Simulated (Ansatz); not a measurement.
BSiH$_{2}$⁺, triplet: from triple and quadruple zeta to the limit

```
atom   x (Å)    y (Å)    z (Å)
  Si  0.0000  -0.0471   0.5518
   B  0.0000  -0.0605  -1.3633
   H  0.0000   1.1711   1.4474
   H  0.0000   0.7893  -2.2001
```

Connectivity, by distances: SiH–BH.

Ansatz 0.2.0, UHF determinant, valence electrons correlated. Energies in eV.

```tsv
set	X	functions	Hartree–Fock	MP2 correlation	CCSD(T) correlation	time
def2-TZVPP	3	101	-8554.4752	-3.8630	-4.9595	2.8 s on 1 × NVIDIA H100 80GB HBM3 with 1 thread of AMD EPYC 7R13 Processor (Zen 3) (shared host)
def2-QZVPP	4	187	-8554.7341	-4.1412	-5.1886	9 s on 1 × NVIDIA H100 80GB HBM3 with 1 thread of AMD EPYC 7R13 Processor (Zen 3) (shared host)
```

Hartree–Fock is taken to follow E(X) = E∞ + A·exp(−7.88·√X), correlation E(X) = E∞ + B·X^−2.97.

Cautions: lower spins were not checked.

Problem. Work out the CCSD(T) energy at the limit, and how far the shortcut misses it that extrapolates MP2 and adds CCSD(T) minus MP2 from the smaller set.

Solution. Hartree–Fock: E∞ = E4 + 0.1377·(E4 − E3) = -8554.7698. Correlation: E∞ = E4 + 0.7407·(E4 − E3) = -5.3582 for CCSD(T) and -4.3472 for MP2. The limit is -8560.1280 eV, 0.205 eV below def2-QZVPP. The shortcut gives a correlation energy of -4.3472 + (-1.0965) = -5.4438, 86 meV lower than the direct value.

Past Ne part of the Hartree–Fock step between the two sets comes from the cores, which don't follow the formula, so the 36 meV that it adds to the total can overshoot; that part largely cancels in differences.
